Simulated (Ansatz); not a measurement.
Which method gave which barrier?

Saddle point of Si₂H₇F, closed shell (SiH₃F ([F][SiH3]) + SiH₄ → Si₂H₆ ([SiH3][SiH3]) + HF; bonds formed: Si1–Si7, F2–H6; bonds broken: Si1–F2, H6–Si7), PBE0-D4/def2-TZVP structure:

Si1  (-0.856, 0.421, -0.762)
F2  (0.423, 1.890, -0.581)
H3  (-0.603, 0.407, -2.217)
H4  (-1.917, 1.300, -0.230)
H5  (-1.387, -0.964, -0.492)
H6  (0.669, 0.902, 0.037)
Si7  (0.778, -0.728, 0.850)
H8  (-0.215, -1.047, 1.903)
H9  (1.064, -1.906, -0.003)
H10  (2.045, -0.275, 1.495)
(Å)

Ansatz 0.2.0; basis: def2-TZVPP, with def2-QZVPP for the basis limit; cores frozen in the correlated methods. B3LYP uses VWN-RPA correlation. Extrapolation: Hartree–Fock as exp(−7.88 √X), correlation as X^−2.97. Four methods, as single points on the PBE0-D4 structures, gave these electronic barriers from the start structure: 2.314, 2.904, 3.035, 4.057 eV.

(1) The methods were, in alphabetical order, B3LYP-D4, CCSD(T), HF, PBE-D4. Which gave which? (Judge from chemistry; the calculation decides.)

No T1 diagnostic of these runs exceeds 0.015. The start structure is not quite a true minimum (one mode of 38i cm⁻¹).

## Answers

(1) By the calculation: PBE-D4 2.314; B3LYP-D4 2.904; CCSD(T) 3.035; HF 4.057 eV. For comparison, CCSD(T) at an estimated basis limit (MP2 extrapolated from triple and quadruple zeta, plus CCSD(T) − MP2 in triple zeta) gives 2.991 eV.

Labels in which every atom is bracketed show which atoms are joined, not bond orders.

For scale, one of the runs: CCSD(T)/def2-TZVPP, 213 basis functions, launched by `ansatz run in.yaml --threads 4 --pin off --events-out ev --progress --plain --max-ram 9574MiB`. The run took 17 s on 4 CPU threads of a Oxide Virtual Turin-like (shared host), with 2.8 GiB of host memory at its peak.
